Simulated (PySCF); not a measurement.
Al: electron affinity

Al⁻ [Ne] 3s2 3p2 (3P) → Al [Ne] 3s2 3p1 (2P), as a difference of total energies. Computed with PySCF 2.14 in aug-cc-pCVTZ-DK, with the spin-free X2C one-electron Hamiltonian (Gaussian nucleus). Correlated levels: nothing frozen. The calculations carry no spin-orbit coupling.

| method | electron affinity (eV) |
| --- | --- |
| UHF | 0.011 |
| MP2 (all electrons) | 0.345 |
| SCS-MP2 (all electrons) | 0.248 |
| CCSD (all electrons) | 0.358 |
| CCSD(T) (all electrons) | 0.406 |

Problem. How much does correlation contribute at CCSD(T) (all electrons)?

Solution. 0.406 − (0.011) = 0.395 eV, measured against UHF.

Errors of the correlated levels include the incompleteness of this basis.

For comparison: 0.433 eV (measured; photodetachment measurements, as compiled on the Wikipedia data page of electron affinities).
